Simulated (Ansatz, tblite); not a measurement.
**SiEtH3 (C2H8Si): charged states by level of theory**

Aim: the energy of removing an electron for SiEtH3 (C2H8Si), by energy differences, and how well orbital energies stand in for it.

Program: Ansatz 0.2.0, Gaussian basis. Level of theory: as each input shows. These are calculated values, not measurements.

Levels to be run: charge +1 doublet, at the geometry of the singlet (PBE0-D4/def2-TZVP, PBE-D4/def2-TZVP, r2SCAN-D4/def2-TZVP); the starting singlet's energies come from earlier runs.

1 further run of the same task is left out (it didn't finish).

## Step 1: The relaxed structure

The singlet was relaxed beforehand with r2SCAN-D4/def2-TZVP.

11 atoms, charge 0, spin multiplicity 1.

Atoms are counted from 1 here; the program's logs count them from 0.

Bond lengths: Si1–C2 1.877 Å, Si1–H9 1.489 Å, Si1–H10 1.489 Å, Si1–H11 1.488 Å, C2–C3 1.532 Å, C2–H4 1.096 Å, C2–H5 1.096 Å, C3–H6 1.093 Å, C3–H7 1.093 Å, C3–H8 1.093 Å. Angles: C2–Si1–H9 110.2°, C2–Si1–H10 110.3°, C2–Si1–H11 111.2°, H9–Si1–H10 108.0°, H9–Si1–H11 108.5°, H10–Si1–H11 108.5°, Si1–C2–C3 113.2°, Si1–C2–H4 108.4°, Si1–C2–H5 108.3°, C3–C2–H4 110.3°, C3–C2–H5 110.4°, H4–C2–H5 106.0°, C2–C3–H6 111.6°, C2–C3–H7 111.2°, C2–C3–H8 111.4°, H6–C3–H7 107.6°, H6–C3–H8 107.5°, H7–C3–H8 107.4°.

## Step 2: Charge +1 doublet at the fixed geometry, first pass, PBE0-D4/def2-SVP

Input file in.yaml:

```yaml
crystal:
  periodic: [false, false, false]
  atoms:
    - {symbol: Si, position_ang: [-0.310888, -0.427291, -1.370712]}
    - {symbol: C, position_ang: [-0.284417, -0.419253, 0.506466]}
    - {symbol: C, position_ang: [0.524862, 0.741128, 1.094372]}
    - {symbol: H, position_ang: [0.119992, -1.377800, 0.850447]}
    - {symbol: H, position_ang: [-1.319376, -0.382343, 0.864861]}
    - {symbol: H, position_ang: [0.514845, 0.725230, 2.187452]}
    - {symbol: H, position_ang: [1.569001, 0.698395, 0.773506]}
    - {symbol: H, position_ang: [0.125000, 1.707437, 0.775505]}
    - {symbol: H, position_ang: [1.078077, -0.469531, -1.904362]}
    - {symbol: H, position_ang: [-0.962660, 0.808831, -1.883417]}
    - {symbol: H, position_ang: [-1.054427, -1.604804, -1.894118]}
basis:
  gaussian: {orbitals: def2-SVP}
total_charge: 1
magnetization: {spin_polarized: true, initial_magnetization: 1}
hamiltonian: {xc: pbe0, dispersion: d4}
output: {orbitals: {seedname: orbitals}}
```

Launch:

```sh
ansatz run in.yaml --threads 4 --pin off --events-out ev --progress --plain --max-ram 3916MiB
```

The log of the run:

```text
Functional definition: PBE0
  name "PBE0"
  cite "Adamo & Barone, J. Chem. Phys. 110, 6158 (1999) doi:10.1063/1.478522"
  cite "Perdew, Burke & Ernzerhof, Phys. Rev. Lett. 77, 3865 (1996) doi:10.1103/PhysRevLett.77.3865"
  parent pbe
  parameter a = 0.25
  parameter kappa = 0.804
  parameter beta = 0.06672455060314922
  exchange = (1 - a)*pbe_x(kappa = kappa, mu = beta*pi^2/3) + a*exact_x
  correlation = pbe_c(beta = beta)
976 factors; their error is unknown
mean field evaluation 1: about -10047.3554 eV, gradient 4.9e1 eV
mean field evaluation 2: about -10019.8366 eV, gradient 8.0e1 eV
mean field evaluation 4: about -10059.3797 eV, gradient 1.3e1 eV
mean field evaluation 8: about -10061.1601 eV, gradient 5.0e-1 eV
mean field evaluation 16: about -10061.2084 eV, gradient 4.2e-3 eV
mean field evaluation 32: about -10061.2084 eV, gradient 3.5e-5 eV
mean field -10061.20844357 eV, -369.7425905691 hartree, gradient 9.2e-6 eV, S^2 0.753220; 6 other end points of the search recorded, 0 dependent functions left out
reference -10061.20846796 eV, -369.7425914655 hartree; 17, 16 occupied and 69, 70 virtual orbitals, 976 factors
Total energy: -10061.32658960 eV, -369.7469323557 hartree
```

It took 4.3 s on 4 threads of Intel Xeon at 2.50GHz, shared host.

Report: HOMO -15.07 eV, LUMO -12.89 eV (over both spins); ⟨S²⟩ 0.753 (pure: 0.75).

## Step 3: Charge +1 doublet at the fixed geometry, PBE0-D4/def2-TZVP

start.molden holds the orbitals of an earlier run on this state, given as this run's starting guess.

in.yaml: that of step 2 with these lines changed.

```diff
@@ -15,3 +15,3 @@
 basis:
-  gaussian: {orbitals: def2-SVP}
+  gaussian: {orbitals: def2-TZVP, initial_orbitals: start.molden}
 total_charge: 1
@@ -19,2 +19,3 @@
 hamiltonian: {xc: pbe0, dispersion: d4}
+scf: {omitted_lower_state_checks: [starts]}
 output: {orbitals: {seedname: orbitals}}
```

The command is unchanged.

The log of the run:

```text
Functional definition: PBE0
  name "PBE0"
  cite "Adamo & Barone, J. Chem. Phys. 110, 6158 (1999) doi:10.1063/1.478522"
  cite "Perdew, Burke & Ernzerhof, Phys. Rev. Lett. 77, 3865 (1996) doi:10.1103/PhysRevLett.77.3865"
  parent pbe
  parameter a = 0.25
  parameter kappa = 0.804
  parameter beta = 0.06672455060314922
  exchange = (1 - a)*pbe_x(kappa = kappa, mu = beta*pi^2/3) + a*exact_x
  correlation = pbe_c(beta = beta)
these checks for a lower state are left out or cut short: starts
980 factors; their error is unknown
mean field evaluation 1: about -10064.7306 eV, gradient 6.2e1 eV
mean field evaluation 2: about -10066.3310 eV, gradient 1.7e0 eV
mean field evaluation 4: about -10066.3671 eV, gradient 2.5e-1 eV
mean field evaluation 8: about -10066.3673 eV, gradient 1.4e-5 eV
mean field -10066.36726096 eV, -369.9321736116 hartree, gradient 8.0e-6 eV, S^2 0.753771; 0 other end points of the search recorded, 0 dependent functions left out
reference -10066.36729407 eV, -369.9321748281 hartree; 17, 16 occupied and 130, 131 virtual orbitals, 980 factors
Total energy: -10066.48541571 eV, -369.9365157183 hartree
Checks for a lower state left out: starts
```

It took 4.5 s on 4 threads of Intel Xeon at 2.50GHz, shared host.

From the report: HOMO -15.05 eV, LUMO -12.78 eV (over both spins); ⟨S²⟩ 0.754 (pure: 0.75).

## Step 4: Charge +1 doublet at the fixed geometry, PBE-D4/def2-TZVP

in.yaml: that of step 3 with these lines changed.

```diff
@@ -18,3 +18,3 @@
 magnetization: {spin_polarized: true, initial_magnetization: 1}
-hamiltonian: {xc: pbe0, dispersion: d4}
+hamiltonian: {xc: pbe, dispersion: d4}
 scf: {omitted_lower_state_checks: [starts]}
```

Same command.

The log of the run:

```text
Functional definition: PBE
  name "PBE"
  cite "Perdew, Burke & Ernzerhof, Phys. Rev. Lett. 77, 3865 (1996) doi:10.1103/PhysRevLett.77.3865"
  parent pbe
  parameter kappa = 0.804
  parameter beta = 0.06672455060314922
  exchange = pbe_x(kappa = kappa, mu = beta*pi^2/3)
  correlation = pbe_c(beta = beta)
these checks for a lower state are left out or cut short: starts
964 factors; their error is unknown
mean field evaluation 1: about -10065.1467 eV, gradient 5.9e0 eV
mean field evaluation 2: about -10065.2369 eV, gradient 1.3e-1 eV
mean field evaluation 4: about -10065.2102 eV, gradient 9.1e-3 eV
mean field evaluation 8: about -10065.2102 eV, gradient 1.3e-5 eV
mean field -10065.21023197 eV, -369.8896535805 hartree, gradient 6.6e-6 eV, S^2 0.751939; 0 other end points of the search recorded, 0 dependent functions left out
reference -10065.21027568 eV, -369.8896551866 hartree; 17, 16 occupied and 130, 131 virtual orbitals, 964 factors
Total energy: -10065.35178849 eV, -369.8948556867 hartree
Checks for a lower state left out: starts
```

It took 4.1 s on 4 threads of Intel Xeon at 2.50GHz, shared host.

HOMO -13.68 eV, LUMO -13.59 eV (over both spins); ⟨S²⟩ 0.752 (pure: 0.75).

## Step 5: Charge +1 doublet at the fixed geometry, r2SCAN-D4/def2-TZVP

in.yaml: that of step 4 with these lines changed.

```diff
@@ -18,3 +18,3 @@
 magnetization: {spin_polarized: true, initial_magnetization: 1}
-hamiltonian: {xc: pbe, dispersion: d4}
+hamiltonian: {xc: r2scan, dispersion: d4}
 scf: {omitted_lower_state_checks: [starts]}
```

Same command.

The log of the run:

```text
Functional definition: r2SCAN
  name "r2SCAN"
  cite "Furness, Kaplan, Ning, Perdew & Sun, J. Phys. Chem. Lett. 11, 8208 (2020) doi:10.1021/acs.jpclett.0c02405"
  cite "Furness, Kaplan, Ning, Perdew & Sun, J. Phys. Chem. Lett. 11, 9248 (2020) doi:10.1021/acs.jpclett.0c03077"
  parent r2scan
  parameter k0 = 0.174
  parameter k1 = 0.065
  parameter a1 = 4.9479
  exchange = r2scan_x(k0 = k0, k1 = k1, a1 = a1)
  correlation = r2scan_c
these checks for a lower state are left out or cut short: starts
964 factors; their error is unknown
mean field evaluation 1: about -10070.4181 eV, gradient 3.7e0 eV
mean field evaluation 2: about -10070.4479 eV, gradient 4.1e-2 eV
mean field evaluation 4: about -10070.4213 eV, gradient 1.4e-3 eV
mean field evaluation 8: about -10070.4213 eV, gradient 1.3e-5 eV
mean field -10070.42134343 eV, -370.0811583942 hartree, gradient 1.3e-5 eV, S^2 0.754519; 0 other end points of the search recorded, 0 dependent functions left out
reference -10070.42135859 eV, -370.0811589516 hartree; 17, 16 occupied and 130, 131 virtual orbitals, 964 factors
Total energy: -10070.45546933 eV, -370.0824124981 hartree
Checks for a lower state left out: starts
```

Run time: 6 s. Hardware: 4 threads of Intel Xeon at 2.50GHz, shared host.

Report: HOMO -14.04 eV, LUMO -13.46 eV (over both spins); ⟨S²⟩ 0.755 (pure: 0.75).

## Step 6: Vertical ionisation energy

Charged state less starting state, singlet to doublet; the starting state's energies are those of its earlier runs.

```
              level  vertical ionisation energy (eV)   time
   PBE-D4/def2-TZVP                           +10.47  6.4 s
r2SCAN-D4/def2-TZVP                           +10.55    9 s
  PBE0-D4/def2-TZVP                           +10.70  6.7 s
```

Times add the two runs; a level without a time comes out of a correlated run.

Beside −ε(HOMO) of the starting state:

```
              level  −ε(HOMO) (eV)  by difference (eV)  mismatch (eV)
   PBE-D4/def2-TZVP           7.25               10.47          -3.22
r2SCAN-D4/def2-TZVP           7.52               10.55          -3.03
  PBE0-D4/def2-TZVP           8.53               10.70          -2.16
```

## Step 7: Outcome

| quantity | value |
| --- | --- |
| vertical ionisation energy, functionals in def2-TZVP | 10.47 (PBE-D4) to 10.70 eV (PBE0-D4) |

**Reading.** The vertical ionisation energy spans 10.47 to 10.70 eV over the functionals. −ε(HOMO) misses the level's own difference by -2.16 eV at best (PBE0-D4) and -3.22 eV at worst (PBE-D4).
